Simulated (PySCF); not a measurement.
Does the answer move with the share of exact exchange?

Species: NH₃.
InChI=1S/H3N/h1H3

PySCF, 6-311+G(2d,p) basis, density fitting, gas phase, GFN2-xTB geometry. One functional is left out:

```json
{"functional": "B97-D", "exact exchange (%)": "0", "HOMO energy (eV)": "-6.10", "LUMO energy (eV)": "0.05", "dipole moment (D)": "1.586"}
{"functional": "BLYP", "exact exchange (%)": "0", "HOMO energy (eV)": "-6.01", "LUMO energy (eV)": "-0.15", "dipole moment (D)": "1.585"}
{"functional": "BP86", "exact exchange (%)": "0", "HOMO energy (eV)": "-6.19", "LUMO energy (eV)": "0.06", "dipole moment (D)": "1.602"}
{"functional": "HCTH407", "exact exchange (%)": "0", "HOMO energy (eV)": "-6.27", "LUMO energy (eV)": "-0.35", "dipole moment (D)": "1.554"}
{"functional": "LDA", "exact exchange (%)": "0", "HOMO energy (eV)": "-6.18", "LUMO energy (eV)": "-0.09", "dipole moment (D)": "1.658"}
{"functional": "OLYP", "exact exchange (%)": "0", "HOMO energy (eV)": "-5.99", "LUMO energy (eV)": "-0.28", "dipole moment (D)": "1.539"}
{"functional": "OPBE", "exact exchange (%)": "0", "HOMO energy (eV)": "-6.04", "LUMO energy (eV)": "0.04", "dipole moment (D)": "1.548"}
{"functional": "PBE", "exact exchange (%)": "0", "HOMO energy (eV)": "-6.08", "LUMO energy (eV)": "-0.06", "dipole moment (D)": "1.588"}
{"functional": "PW91", "exact exchange (%)": "0", "HOMO energy (eV)": "-6.15", "LUMO energy (eV)": "-0.22", "dipole moment (D)": "1.588"}
{"functional": "revPBE", "exact exchange (%)": "0", "HOMO energy (eV)": "-6.05", "LUMO energy (eV)": "-0.05", "dipole moment (D)": "1.569"}
{"functional": "B3LYP", "exact exchange (%)": "20", "HOMO energy (eV)": "-7.41", "LUMO energy (eV)": "0.31", "dipole moment (D)": "1.624"}
{"functional": "B97-2", "exact exchange (%)": "21", "HOMO energy (eV)": "-7.36", "LUMO energy (eV)": "0.70", "dipole moment (D)": "1.615"}
{"functional": "mPW1PW91", "exact exchange (%)": "25", "HOMO energy (eV)": "-7.68", "LUMO energy (eV)": "0.64", "dipole moment (D)": "1.632"}
{"functional": "BHandHLYP", "exact exchange (%)": "50", "HOMO energy (eV)": "-9.16", "LUMO energy (eV)": "1.15", "dipole moment (D)": "1.658"}
```

Q: Predict the row of X3LYP (22 % exact exchange) by straight lines through the other rows, and check it.

A: 
| property | line | computed | computed − line | B97-2 (21 %), for comparison |
| --- | --- | --- | --- | --- |
| HOMO energy (eV) | -7.46 | -7.47 | -0.01 | -7.36 |
| LUMO energy (eV) | 0.49 | 0.32 | -0.17 | 0.70 |
| dipole moment (D) | 1.619 | 1.625 | +0.006 | 1.615 |

Q: Which of these properties follows the share of exact exchange most closely, and which least?

A: Most closely the HOMO energy, least the dipole moment; the correlations over the tabulated rows are HOMO energy -0.996, LUMO energy 0.942, dipole moment 0.662. The HOMO energy moves by -0.615 eV for every 10 %. Functionals with the same share still differ in their other parts: at 0 % HCTH407 and OLYP differ by 0.28 eV in it.
